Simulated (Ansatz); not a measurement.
**BNH+ (quintet): the correlation ladder, def2-QZVPP**

The task here is to estimate one member of a computed series from the others.

Program: Ansatz 0.2.0, Gaussian basis. Level of theory: def2-QZVPP, core rule «outside noble gas», up to 2 orbitals frozen. These are calculated values, not measurements.

Plan: UHF; ROHF; CCSD(T) on UHF.

### What is computed

The geometry is a PBE0/def2-TZVP stationary point (not a proven minimum) of the parent state, kept for this charge and spin.

3 atoms, charge 1, spin multiplicity 5.

Atoms are counted from 1 here; the program's logs count them from 0.

Bond lengths: B1–N2 1.465 Å, N2–H3 1.030 Å. Angles: B1–N2–H3 111.7°.

Set-up of the first run:

The input, in.yaml:

```yaml
crystal:
  periodic: [false, false, false]
  atoms:
    - {symbol: B, position_ang: [0.000000, 0.079752, 0.863775]}
    - {symbol: N, position_ang: [0.000000, -0.117617, -0.587927]}
    - {symbol: H, position_ang: [0.000000, 0.779045, -1.094669]}
basis:
  gaussian: {orbitals: "def2-QZVPP.json"}
total_charge: 1
magnetization: {spin_polarized: true, initial_magnetization: 4}
hamiltonian: {xc: hf}
output: {orbitals: {seedname: orbitals}}
```

Run with:

```console
$ ansatz run in.yaml --threads 1 --pin off --events-out ev --progress --plain --max-ram 2393MiB
```

Steps of the session up to this table: UHF; ROHF; CCSD(T) on UHF.

One table of the session follows, with a row left open; its other results are not shown here.

```
  method  from UCCSD(T) (kcal/mol)
    ROHF                   +120.79
     UHF                   +117.64
    UMP2                         ?
   UCCSD                     +3.23
UCCSD(T)                         0
```

**Question.** Estimate the row for UMP2.

The run gave: from UCCSD(T) (kcal/mol): +16.25. In the column «from UCCSD(T) (kcal/mol)» it lies between UCCSD (+3.23) and UHF (+117.64).
